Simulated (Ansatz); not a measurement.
Anatase TiO2 (metastable phase) was calculated with LDA (plane waves, PAW; Ansatz, a first-principles code).

Run with plane-wave cutoff 500 eV, 14×14×14 k mesh, gaussian smearing 0.02 eV, no spin polarisation, scalar-relativistic PAW data made under PBE.

Computed at the level's own relaxed cell.

Task: Give the computed volume per atom, equilibrium lattice constant a, lattice parameter c and band gap.

Result: 
- volume per atom: 11.02 Å³/atom
- equilibrium lattice constant a: 3.739 Å
- lattice parameter c: 9.458 Å
- band gap: 2.09 eV (on the SCF k mesh)

Measured, for comparison: band gap 3.42 eV (low temperature, zero-point motion not removed, gap of extended states, from the Urbach tail; as tabulated in Kang and Hybertsen (2010), arXiv:1006.4085); lattice constant a 3.784 Å, lattice parameter c 9.514 Å (room temperature, no zero-point or thermal correction; as tabulated in Horn, Schwerdtfeger, Meagher, Refinement of the structure of anatase at several …). Computed (rounded) less measured: band gap -1.33 eV, lattice constant a -1.2 %, lattice parameter c -0.6 %. A static lattice is as a rule a little smaller and stiffer than an uncorrected measurement, which narrows the difference in the lattice constant a, lattice parameter c and would widen misses of the other sign.

The computed numbers hold no vibrational or temperature effects.

Computing time: very roughly 90 core-seconds.
